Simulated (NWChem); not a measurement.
## Atomisation of disilane (H6Si2)

```xyz
8

Si     1.1770     0.0521     0.0000
Si    -1.1770    -0.0521     0.0000
H      1.6628     0.7747     1.2130
H      1.6628     0.7747    -1.2130
H      1.7559    -1.3242     0.0000
H     -1.6628    -0.7747     1.2130
H     -1.6628    -0.7747    -1.2130
H     -1.7559     1.3242     0.0000
```
Charge 0, spin multiplicity 1.

The numbers come from NWChem runs, not from measurements. Structure: optimised with B3LYP/def2-SVP, a minimum by its harmonic frequencies.

Basis set: def2-TZVP. The atomisation energy is electronic alone: no zero-point, thermal, spin-orbit or counterpoise terms. No value is extrapolated to the basis-set limit. Free atoms are single determinants with multiplicities Si 3, H 2.

B3LYP has NWChem's definition, with VWN1-RPA local correlation. The stability of the SCF solutions was not checked. Open-shell Hartree-Fock references start from PBE0 orbitals.

For the atomisation energy, HF gives 416.6 kcal/mol and PBE gives 520.4 kcal/mol. What do PBE0, B3LYP, TPSS give?

PBE0: 522.8 kcal/mol; B3LYP: 530.5 kcal/mol; TPSS: 548.7 kcal/mol.
